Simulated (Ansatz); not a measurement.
Two shapes of doublet CH3F(+).

Shape 1:

```xyz
5

C     0.0010    0.0001   -0.6185
F     0.0008    0.0001    0.7453
H    -0.0008   -1.0358   -0.9972
H    -0.8970    0.5187   -0.9972
H     0.8968    0.5188   -0.9970
```

Shape 2:

```xyz
5

C     0.0096    0.0014   -0.6164
F     0.0077    0.0007    0.7511
H    -0.0081   -1.0341   -1.0022
H    -0.8945    0.5253   -1.0029
H     0.8933    0.5261   -1.0010
```

Basis set: def2-SVP (spherical functions). Correlated methods keep 2 orbitals frozen. Charge 1, multiplicity 2.

Computed with Ansatz (development build ahead of 0.2.0); each method stands on the lowest determinant of its kind that the runs found.

Q: Which shape is lower in energy, and by how much in each method?

A:

| method | E(2) − E(1) (eV) |
| --- | --- |
| UHF | -0.003 |
| UHF-MP2 | -0.027 |

Shape 2 is lower. Caution: the determinant breaks the point group. Caution for UHF-MP2: MP2 forces lie far from those of the mean fields.
